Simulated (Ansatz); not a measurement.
Wavefunction ladder for H4P2, SMILES `PP`

Cartesian coordinates in Å:
```
P 0.977 0.486 -0.221
P -0.976 -0.487 0.224
H 0.373 1.648 -0.775
H 1.073 1.088 1.064
H -0.373 -1.653 0.770
H -1.075 -1.081 -1.064
```

The species carries charge 0 and has multiplicity 1. The structure was optimised at the PBE0-D4/def2-TZVP level. Frozen core, restricted reference, Ansatz. CBS rows extrapolate triple and quadruple zeta.

```csv
basis,HF (Eh),MP2 corr.,CCSD corr.,(T),CCSD(T) total
def2-SVP,-683.57686,-0.24746,-0.29234,-0.00854,-683.87774
def2-TZVPP,-683.81680,-0.32013,-0.36435,-0.01558,-684.19673
def2-QZVPP,-683.83668,-0.34491,-0.38434,-0.01775,-684.23877
CBS(def2),?,-0.36327,-0.39915,-0.01935,?
cc-pV(D+d)Z,-683.80296,-0.25201,-0.29831,-0.00898,-684.11025
cc-pV(T+d)Z,?,?,-0.36389,-0.01555,?
cc-pV(Q+d)Z,-683.83602,-0.34371,-0.38341,?,?
CBS(cc),-683.83805,-0.36084,-0.39730,-0.01914,-684.25449
```

Q: Fill in the withheld values. (An estimate is asked.)

A: Ansatz gave: CBS(def2) HF (Eh): -683.83942; CBS(def2) CCSD(T) total: -684.25792; cc-pV(T+d)Z HF (Eh): -683.82929; cc-pV(T+d)Z MP2 corr.: -0.31964; cc-pV(T+d)Z CCSD(T) total: -684.20873; cc-pV(Q+d)Z (T): -0.01765; cc-pV(Q+d)Z CCSD(T) total: -684.23708.
